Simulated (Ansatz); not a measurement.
`C=CC=C(F)F` + H₂ → `C=C/C=C\F` + H–F  (hydrogenolysis of a C–F bond)

Program: Ansatz. Geometries: PBE0-D4/def2-TZVP. ΔE: electronic, gas phase. CCSD(T)/CBS adds triple-zeta CCSD(T) − MP2 to the extrapolated MP2 energy (def2 sets, frozen cores). This one scheme is used for every species. DFT in def2-TZVPP. Each species was taken in one conformer, which may not be the lowest.

```csv
level,ΔE (kJ/mol),difference from CCSD(T)/CBS
PBE0-D4,-72.9,15.3
ωB97M-V,-71.9,16.3
B2PLYP,-78.7,9.5
r2SCAN,-63.5,24.7
PBE0,-73.7,14.5
HF/def2-TZVPP,-84.8,3.4
MP2/def2-TZVPP,-85.6,2.6
CCSD/def2-TZVPP,-85.6,2.6
HF/def2-QZVPP,-85.2,3.0
MP2/CBS(def2),-91.3,-3.1
CCSD(T)/CBS,-88.2,0
```

Largest T1 diagnostic among the species: 0.012.

From PBE to PBE0 (25 % exact exchange), in def2-TZVPP and without D4, ΔE moves by −6.9 kJ/mol.
